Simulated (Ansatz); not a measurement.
## Ansatz (development build ahead of 0.2.0) run

```yaml
crystal:
  periodic: [false, false, false]
  atoms:
    - { symbol: O, position_ang: [0.0, 0.0, -1.177] }
    - { symbol: C, position_ang: [0.0, 0.0, 0.0] }
    - { symbol: O, position_ang: [0.0, 0.0, 1.177] }
basis:
  gaussian: { orbitals: def2-SVP }
total_charge: 1
magnetization:
  initial_magnetization: 1
hamiltonian:
  xc: hf
correlation:
  method: mp2
  frozen_orbitals: { C: 1, O: 1 }
scf:
  omitted_lower_state_checks: [starts, atomic_configurations, cluster_reference, orbital_swaps, given_window_search, neighbouring_geometries, increment]
```

The input is written out in the form of the current development build from the run's settings. Correlation on restricted open-shell orbitals is semicanonical, with singles.

The run gave:

```json
{"Converged": "yes", "Reference energy": "-186.98954 hartree", "Correlation energy": "-0.46257 hartree", "Total energy": "-187.45211 hartree", "Spin squared of the determinant": "0.750", "Stability test": "minimum among restricted orbitals"}
```

Messages of the program:
```
mean field -5088.24459055 eV, -186.9895397666 hartree, gradient 3.7e-6 eV, S^2 0.750000; 1 other ends of a descent, 0 dependent functions left out
```

Caution: an unrestricted determinant lies well below; MP2 on this radical cation hangs on the determinant chosen; the determinant may break the point group; another reference gives a lower total.
